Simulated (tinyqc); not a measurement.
Hueckel theory of the pi electrons with the omega technique, for the molecule c1cnsc1 (SMILES; centres numbered as the heavy atoms are written), step by step. One step of it, computed by the program tinyqc.

Question. Energy, charges, bond orders. E = sum n x; q_r = z_r - P_rr; bond order p = P_rs; free valence = sqrt(3) - sum of p over the bonds of the atom.

final x values: 2.085858  1.114571  0.724027  -0.813779  -1.610677

occupations: 2.000000  2.000000  2.000000  0.000000  0.000000

final P, lower triangle:
```
,1C,2C,3N,4S,5C
1C,1.066153
2C,0.551857,1.004044
3N,-0.105787,0.793200,1.190954
4S,-0.204782,-0.257260,0.389441,1.741470
5C,0.798718,-0.009403,-0.414143,0.436393,0.997379
```

Centres:
```
centre,"z_r, pi electrons of the neutral centre",h
1C,1,0.000000
2C,1,0.000000
3N,1,0.500000
4S,2,1.000000
5C,1,0.000000
```

Bonds:
```
i,j,k
1,2,1
2,3,1
3,4,0.650000
4,5,0.650000
5,1,1
```

Give: pi energy = 6 alpha + this times beta; pi charges; Bond orders and lengths from R = 1.517 - 0.180 p; free valence of the carbons; gap between the highest filled and the next level.

Answer.

pi energy = 6 alpha + this times beta = 7.8489

pi charges: 1C -0.0662, 2C -0.0040, 3N -0.1910, 4S 0.2585, 5C 0.0026

Bond orders and lengths from R = 1.517 - 0.180 p (angstrom, C-C alone):
```
bond,p,R
1-2,0.5519,1.4177
2-3,0.7932,-
3-4,0.3894,-
4-5,0.4364,-
5-1,0.7987,1.3732
```

free valence of the carbons: 1C 0.3815, 2C 0.3870, 5C 0.4969

gap between the highest filled and the next level = 1.5378 |beta|
